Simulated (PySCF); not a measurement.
Molecule: SMILES BC#C, C$_{2}$H$_{3}$B.

Atoms are numbered as in `[BH2:1][C:2]#[CH:3]`. Each H is labelled by its parent atom.

Spin–spin couplings on one PBE0-D3(BJ)/def2-SVP geometry, PySCF 2.14.0 with density-fitted response routines, gas phase, non-relativistic, equivalent pairs averaged; isotopes ¹³C, ¹H, ¹¹B; functional B3LYP.

**Question.** How do the couplings (Hz) change with the basis set? Times are CPU seconds on shared hosts with different chips, so compare them loosely. Far from the basis limit: pcJ-0, 6-31G*, def2-TZVP, cc-pVTZ.

**Answer.** 
```tsv
basis set	functions	¹J(C3,H(C3))	¹J(C2,C3)	¹J(B1,H(B1))	¹J(B1,C2)	²J(C2,H(C3))	²J(B1,C3)	²J(H(B1),H(B1))	core-s
pcJ-0	48	253.7	144.0	133.6	76.9	32.5	6.5	-4.9	1.6
6-31G*	48	235.7	154.3	153.8	107.0	31.5	20.6	-3.8	3.6
pcJ-1	111	266.4	171.7	147.6	96.5	46.4	18.8	-3.1	4.9
def2-TZVP	111	251.1	166.2	141.8	99.3	45.8	19.8	-1.8	8.3
cc-pVTZ	132	251.7	258.2	140.3	83.5	46.8	20.3	-2.2	9.6
aug-cc-pVTZ-J	198	272.0	164.6	149.4	95.8	48.9	19.4	-2.6	17
pcJ-2	225	268.8	163.4	147.9	94.2	48.6	19.2	-2.6	10
```

The Fermi-contact term samples the wavefunction at the nucleus, which is why sets with added tight s functions (names with J) are made for couplings.
